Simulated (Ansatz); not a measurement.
## What each rung costs, and what it gives

Saddle point of CH5BS, singlet (CH₅BS ([CH3][BH][SH]) → CH₃B ([BH][CH2]) + H₂S (still joined by a long B–S bond); bonds formed: S2–H4; bonds broken: C3–H4; bonds weakened to dative contacts: B1–S2), PBE0-D4/def2-TZVP structure:

```xyz
8
angstrom
B -0.6866 0.3745 -0.0334
S -0.4557 -0.9496 1.5196
C 0.3974 0.3865 -0.9571
H 0.3962 0.1492 1.1105
H -1.6248 1.0551 0.2282
H 0.3050 -1.8306 0.8475
H 0.4374 1.1249 -1.7531
H 1.2311 -0.3100 -0.9622
```

Barriers are electronic and count from the start structure reached by relaxing down the imaginary mode.

Computed with Ansatz 0.2.0 (basis: as named in each row); correlated methods freeze the cores. B3LYP uses VWN-RPA correlation. Extrapolation: Hartree–Fock as exp(−7.88 √X), correlation as X^−2.97.

Times are rough, for one single point on 2 threads of a shared host (Arm Neoverse V1).

The estimate by CCSD(T) at an estimated basis limit (MP2 extrapolated from triple and quadruple zeta, plus CCSD(T) − MP2 in triple zeta) is 287.3 kJ/mol.

| method | basis | time (s) | barrier (kJ/mol) | method less estimate |
| --- | --- | --- | --- | --- |
| HF | STO-3G | under 1 | 488.9 | 201.7 |
| PBE-D4 | STO-3G | under 1 | 352.9 | 65.6 |
| SPW92 | def2-SVP | under 1 | 261.8 | -25.5 |
| B3LYP-D4 | 6-31G | under 1 | 331.7 | 44.4 |
| PBE-D4 | def2-SVP | under 1 | 269.7 | -17.6 |
| PBE0-D4 | def2-SVP | under 1 | 292.8 | 5.5 |
| SPW92 | def2-TZVPP | 1 | 251.6 | -35.7 |
| CCSD(T) | def2-SVP | 1 | 300.3 | 13.0 |
| PBE-D4 | def2-TZVPP | 2 | 260.5 | -26.8 |
| BLYP-D4 | def2-TZVPP | 2 | 266.4 | -20.9 |
| BHLYP-D4 | def2-TZVPP | 2 | 310.5 | 23.3 |
| B3LYP-D4 | def2-TZVPP | 2 | 284.4 | -2.9 |
| CAM-B3LYP-D4 | def2-TZVPP | 3 | 296.5 | 9.2 |
| r2SCAN-D4 | def2-TZVPP | 4 | 276.2 | -11.1 |
| wB97M-V | def2-SVP | 4 | 298.6 | 11.3 |
| PBE-QIDH | def2-TZVPP | 4 | 296.0 | 8.8 |
| B2PLYP | def2-TZVPP | 4 | 289.2 | 1.9 |
| PBE0-D4 | def2-TZVPP | 4 | 282.5 | -4.7 |
| RPA on PBE | def2-TZVPP | 4 | 284.5 | -2.8 |
| r2SCAN0-D4 | def2-TZVPP | 4 | 291.1 | 3.8 |
| wB97X-V | def2-TZVPP | 6 | 301.0 | 13.7 |
| wB97M-V | def2-TZVPP | 7 | 289.8 | 2.5 |
| B97M-V | def2-TZVPP | 8 | 287.3 | 0.0 |
| MP2 | def2-QZVPP | 15 | 286.4 | -0.9 |
| CCSD(T) | def2-TZVPP | 28 | 288.8 | 1.6 |

All methods are single points on the PBE0-D4 structures.

No T1 diagnostic of these runs exceeds 0.014.

Labels in which every atom is bracketed show which atoms are joined, not bond orders.
